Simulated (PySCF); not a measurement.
Telling isomers of C₅H₈ apart by NMR

PySCF calculation with σ from GIAO-PBE0/pcSseg-1 and geometry from GFN2-xTB; a single conformation, no solvent, fast rotation and ring inversion assumed for equivalent nuclei, no relativistic terms.

Referencing at the same level of theory: ¹H (31.72 ppm) and ¹³C (186.93 ppm) vs TMS. Where no couplings were computed, multiplicities follow the n + 1 count of equivalent neighbours, and m marks all less simple cases (inequivalent or close neighbours, rings, F or P nearby). Shifts are as computed. Against solution values, carbons near 30 ppm lie about +3 ppm off and those near 130 ppm about +5 ppm (rms about the fit 2.1 ppm; single classes can miss by 10 ppm). Of 1328 compounds with measured shifts, 309 miss one by over three times the rms of a fit or turn the order of signals round; such compounds aren't used in these exercises. Signals without a measured value on file couldn't be tested in this way; 1H shifts scatter by 0.2 ppm about their fit, and single ones miss by 0.5 ppm.

(1) Tabulate the signals of `CC=C1CC1`, `C=CC1CC1`, `CCC1=CC1` and their relative energies.

(2) What is the quickest way to tell CC=C1CC1 from C=CC1CC1?

(3) What is the quickest way to tell CC=C1CC1 from CCC1=CC1?

(4) What is the quickest way to tell C=CC1CC1 from CCC1=CC1?

Answers

(1) 
| SMILES | carbon types | δC | δH | E rel. (kcal/mol) |
| --- | --- | --- | --- | --- |
| CC=C1CC1 | 1×C 1×CH 2×CH2 1×CH3 | 128.1, 122.2, 21.4, 5.1, 3.8 | 6.21 (q, 1H), 2.00 (d, 3H), 1.06 (m, 2H), 1.04 (m, 2H) | 7.3 |
| C=CC1CC1 | 2×CH 3×CH2 | 151.8, 118.2, 20.2, 9.1 | 5.50 (m, 1H), 5.32 (m, 1H), 5.22 (m, 1H), 1.35 (m, 1H), 0.75 (m, 2H), 0.31 (m, 2H) | 0.0 |
| CCC1=CC1 | 1×C 1×CH 2×CH2 1×CH3 | 132.2, 106.8, 26.0, 14.1, 9.1 | 6.65 (t, 1H), 2.65 (q, 2H), 1.34 (t, 3H), 0.97 (m, 2H) | 22.2 |

Energies are electronic energies at PBE0/pcSseg-1 on these geometries, without zero-point or thermal terms, each for the one conformer computed, which needn't be the lowest.

(2) Count the carbon signals: 5 against 4. The first has a fully substituted alkene carbon (C) at 128.1 ppm, the second a terminal =CH2 carbon at 118.2 ppm. Their most deshielded carbons lie at 128.1 and 151.8 ppm. In the proton spectra the most deshielded non-exchanging signals are 6.21 (q, 1H) and 5.50 (m, 1H).

(3) Both give the same number of carbon signals, with the same numbers of each carbon type, so the positions decide. The first has an alkene CH at 122.2 ppm, the second an allylic sp3 CH2 at 26.0 ppm. Their most deshielded carbons lie at 128.1 and 132.2 ppm. In the proton spectra the most deshielded non-exchanging signals are 6.21 (q, 1H) and 6.65 (t, 1H).

(4) Count the carbon signals: 4 against 5. The first has a terminal =CH2 carbon at 118.2 ppm, the second a fully substituted alkene carbon (C) at 132.2 ppm. Their most deshielded carbons lie at 151.8 and 132.2 ppm. In the proton spectra the most deshielded non-exchanging signals are 5.50 (m, 1H) and 6.65 (t, 1H).
